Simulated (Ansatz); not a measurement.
Cartesian coordinates in Å:
```
C -0.812 0.658 -0.930
Si 0.407 -0.535 -0.162
N 0.709 -0.343 1.521
H -0.931 0.451 -1.998
H -0.472 1.692 -0.824
H -1.795 0.575 -0.460
H 1.715 -0.382 -0.857
H -0.106 -1.920 -0.353
H 1.262 0.427 1.860
H 0.023 -0.623 2.202
```

Charge 0, multiplicity 1.

Q: List the ωB97M-V/def2-TZVPP orbital energies in eV (Ansatz 0.2.0). (Estimate.)

A: Computed: Occupied: -1806.67, -393.87, -280.70, -147.70, -101.82, -101.81, -101.79, -26.27, -22.08, -17.12, -16.14, -13.92, -13.75, -12.99, -11.65, -11.30, -9.55. Lowest empty: 2.14, 2.83, 3.70, 3.86, 4.36, 4.40, 4.80, 5.04.
